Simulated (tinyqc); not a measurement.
Extended Hueckel theory, for H3O+, step by step. The parameters take no account of the charge, which enters only through the electron count. Computed by tinyqc, a small Python program that keeps every step (integrals from PySCF). Settings: charge = 1, K = 1.75, multiplicity = 1. Command: `OMP_NUM_THREADS=1 python tinyqc.py 26868 26869 out.jsonl` (the two numbers bound the seeds that draw the settings). One thread of a shared host (Intel(R) Xeon(R) Processor @ 2.60GHz), about 0.01 s of CPU time with the checks.

## Overlaps

Geometry (angstrom):
```
atom          x          y         z
O      0.000000   0.000000  0.013000
H      0.974000   0.000000  0.000000
H     -0.487000   0.844000  0.000000
H     -0.487000  -0.844000  0.000000
```

Parameters chosen for this run:
```
element  shell  Slater exponent   H_ii (eV)
O           2s         2.275000  -32.300000
O           2p         2.275000  -14.800000
H           1s         1.300000  -13.600000
```

Slater orbitals, each expanded in six Gaussians scaled to its exponent.

overlap S, order 1O 2s, 1O 2px, 1O 2py, 1O 2pz, 2H 1s, 3H 1s, 4H 1s:
$$\begin{pmatrix}
1.000000 & 0.000000 & 0.000000 & 0.000000 & 0.450148 & 0.449869 & 0.449869 \\
0.000000 & 1.000000 & 0.000000 & 0.000000 & 0.386804 & -0.193236 & -0.193236 \\
0.000000 & 0.000000 & 1.000000 & 0.000000 & 0.000000 & 0.334890 & -0.334890 \\
0.000000 & 0.000000 & 0.000000 & 1.000000 & -0.005163 & -0.005158 & -0.005158 \\
0.450148 & 0.386804 & 0.000000 & -0.005163 & 1.000000 & 0.172251 & 0.172251 \\
0.449869 & -0.193236 & 0.334890 & -0.005158 & 0.172251 & 1.000000 & 0.172047 \\
0.449869 & -0.193236 & -0.334890 & -0.005158 & 0.172251 & 0.172047 & 1.000000
\end{pmatrix}$$

## Wolfsberg-Helmholz matrix

diagonal H_ii (eV): 1O 2s -32.300000, 1O 2px -14.800000, 1O 2py -14.800000, 1O 2pz -14.800000, 2H 1s -13.600000, 3H 1s -13.600000, 4H 1s -13.600000

K = 1.750000

H_ij = K' S_ij (H_ii + H_jj)/2 for i != j (the diagonal keeps H_ii), with K' = 1.75.

H (eV), order 1O 2s, 1O 2px, 1O 2py, 1O 2pz, 2H 1s, 3H 1s, 4H 1s:
$$\begin{pmatrix}
-32.300000 & 0.000000 & 0.000000 & 0.000000 & -18.079073 & -18.067882 & -18.067882 \\
0.000000 & -14.800000 & 0.000000 & 0.000000 & -9.612084 & 4.801919 & 4.801919 \\
0.000000 & 0.000000 & -14.800000 & 0.000000 & 0.000000 & -8.322011 & 8.322011 \\
0.000000 & 0.000000 & 0.000000 & -14.800000 & 0.128293 & 0.128183 & 0.128183 \\
-18.079073 & -9.612084 & 0.000000 & 0.128293 & -13.600000 & -4.099575 & -4.099575 \\
-18.067882 & 4.801919 & -8.322011 & 0.128183 & -4.099575 & -13.600000 & -4.094725 \\
-18.067882 & 4.801919 & 8.322011 & 0.128183 & -4.099575 & -4.094725 & -13.600000
\end{pmatrix}$$

## Orbitals

valence electrons = 8

Solve H C = S C e through S^(-1/2); fill by pairs from the bottom, a degenerate level sharing its electrons equally; each orbital has its largest coefficient positive (the first on a tie).

orbital energies (eV): [-33.471868, -17.371719, -17.371261, -14.800395, -0.206586, -0.197827, 11.183546]

occupations: [2.000000, 2.000000, 2.000000, 2.000000, 0.000000, 0.000000, 0.000000]

coefficients, order 1O 2s, 1O 2px, 1O 2py, 1O 2pz, 2H 1s, 3H 1s, 4H 1s:
$$\begin{pmatrix}
0.839714 & 0.000000 & -0.000080 & 0.004966 & 0.000000 & 0.001033 & 1.057889 \\
-0.000031 & 0.000000 & 0.686187 & 0.000003 & 0.000000 & -0.949146 & 0.001499 \\
0.000000 & 0.686105 & 0.000000 & 0.000000 & 0.949124 & 0.000000 & 0.000000 \\
0.000779 & 0.000000 & -0.000003 & 0.999952 & 0.000000 & -0.000014 & -0.014247 \\
0.109010 & 0.000000 & 0.406681 & -0.002537 & 0.000000 & 0.968439 & -0.665166 \\
0.108927 & 0.352274 & -0.203408 & -0.002539 & -0.839165 & -0.485442 & -0.662941 \\
0.108927 & -0.352274 & -0.203408 & -0.002539 & 0.839165 & -0.485442 & -0.662941
\end{pmatrix}$$

sum of one-electron energies = -166.030484 eV

Within a degenerate level the vectors are fixed only up to a rotation; this is one choice.

## Mulliken analysis

P = C n C^T; charge = valence electrons (O 6, H 1) minus the sum of (P S)_ii on the atom; overlap population = 2 sum P_ij S_ij between two atoms.

charges: 1O -0.187867, 2H 0.395977, 3H 0.395945, 4H 0.395945

Overlap populations:
```
pair      value
2-1    0.596550
3-1    0.596305
3-2   -0.048810
4-1    0.596305
4-2   -0.048810
4-3   -0.048758
```
